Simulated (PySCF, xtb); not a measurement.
butadiene cation (C₄H₆), SMILES C(C=C)=C (connectivity only; charge and spin as stated), charge +1, multiplicity 2. The values are those of a single conformer.

Harmonic wavenumbers (cm⁻¹) from GFN2-xTB (xtb) at its own minimum, in rising order: 142, 282, 381, 451, 579, 833, 892, 902, 905, 922, 943, 1176, 1213, 1228, 1308, 1344, 1421, 1483, 3001, 3013, 3047, 3052, 3079, 3080.

What does PBE-D3(BJ)/def2-SVP in PySCF give at its own minimum? (Estimate from the structure and the level; the computed values follow.)

183, 285, 403, 468, 500, 876, 905, 963, 976, 1000, 1009, 1240, 1245, 1247, 1308, 1426, 1464, 1608, 3078, 3080, 3103, 3111, 3198, 3198. Paired by order, the mean absolute difference is 56 cm⁻¹ and the zero-point energies are 49.6 and 51.3 kcal/mol.
